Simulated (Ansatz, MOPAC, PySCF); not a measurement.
Species: water, H$_{2}$O, net charge 0, singlet state. SMILES: O
Coordinates optimised at B3LYP-D3(BJ)/def2-TZVP (Ansatz, a program for electronic structure):
```xyz
3

O      0.0070     0.0013     0.1167
H     -0.0500     0.7593    -0.4742
H     -0.0062    -0.7700    -0.4592
```

Wanted: size of the dipole moment, in D. Set-up: LANL2DZ all-electron up to Ne; PM7 with its own dispersion and hydrogen-bond terms; six Cartesian d functions in 6-31G* and its kin unless marked 5d; no spin-orbit coupling; non-relativistic; 6-311+G** with 5d; dispersion terms only where a functional's name holds one. Ab initio and DFT rows: single points at B3LYP-D3(BJ) geometries (Ansatz). Semi-empirical rows: dipoles at the shared geometry.

Measured values: NIST CCCBDB, as tabulated in the package chemicals; dipoles are vibrational averages. 

Value to compare with, the measured value: 1.85 D.

```json
[
 {"level": "PM3", "program": "MOPAC", "size of the dipole moment (D)": "1.76", "error": "-0.09"},
 {"level": "PM7", "program": "MOPAC", "size of the dipole moment (D)": "2.14", "error": "0.29"},
 {"level": "SVWN5/6-31G*", "program": "Ansatz", "size of the dipole moment (D)": "2.12", "error": "0.27"},
 {"level": "PBE/LANL2DZ", "program": "Ansatz", "size of the dipole moment (D)": "2.51", "error": "0.66"},
 {"level": "PBE/6-31G*", "program": "Ansatz", "size of the dipole moment (D)": "2.03", "error": "0.18"},
 {"level": "PBE/def2-SVP", "program": "Ansatz", "size of the dipole moment (D)": "1.93", "error": "0.08"},
 {"level": "PBE/6-311+G**", "program": "Ansatz", "size of the dipole moment (D)": "2.12", "error": "0.27"},
 {"level": "B3LYP/STO-3G", "program": "Ansatz", "size of the dipole moment (D)": "1.67", "error": "-0.18"},
 {"level": "B3LYP/LANL2DZ", "program": "Ansatz", "size of the dipole moment (D)": "2.54", "error": "0.69"},
 {"level": "B3LYP/6-31G*", "program": "Ansatz", "size of the dipole moment (D)": "2.07", "error": "0.22"},
 {"level": "B3LYP/6-31+G*", "program": "Ansatz", "size of the dipole moment (D)": "2.25", "error": "0.40"},
 {"level": "PBE0/6-311+G**", "program": "Ansatz", "size of the dipole moment (D)": "2.16", "error": "0.31"},
 {"level": "M06-2X/6-31G* (5d)", "program": "PySCF", "size of the dipole moment (D)": "2.13", "error": "0.28"},
 {"level": "M06-2X/6-311+G**", "program": "PySCF", "size of the dipole moment (D)": "2.18", "error": "0.33"}
]
```

12 of the 14 habitual levels lie above the measured value; their mean absolute error is 0.30 D, the median 0.28.

The levels are drawn from those run, B3LYP/6-31G* more often than the rest, none by its result; runs whose electronic state is in doubt are left out.
